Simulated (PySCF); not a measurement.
# Orbital picture of NO⁺

r²SCAN at R = 1.056 Å; basis N pcseg-2, O pcseg-2; no relativity; PySCF 2.14. State: ¹Σ⁺ (singlet), closed shell. Only the outer orbitals are listed, counted within each symmetry.

```csv
orbital,occ.,ε (eV),on N (%),main shells (%)
3σ,2,-47.38,36,"51 O s, 23 N s, 12 O p"
4σ,2,-28.67,28,"39 O s, 32 O p, 28 N s"
1π,2,-25.94,38,"61 O p, 36 N p"
1π,2,-25.94,38,"61 O p, 36 N p"
5σ,2,-23.74,78,"39 N s, 38 N p, 20 O p"
2π,0,-14.23,63,"63 N p, 36 O p"
2π,0,-14.23,63,"63 N p, 36 O p"
```

Q: Which are the highest filled and the lowest empty level, where do they sit, and how wide is the gap?

A: Highest filled 5σ at -23.74 eV (in %: 39 N s, 38 N p, 20 O p); lowest empty 2π at -14.23 eV (in %: 63 N p, 36 O p); the gap at r²SCAN is 9.51 eV.

```json
{
 "bond order (Mayer)": "2.68",
 "⟨S²⟩": "0.000",
 "charge on N (Mulliken, basis-dependent)": "0.65",
 "charge on N (Löwdin, basis-dependent)": "0.48",
 "dipole moment (positive dipole points towards O; it is taken about the centre of mass and depends on that origin)": "-0.35 D"
}
```
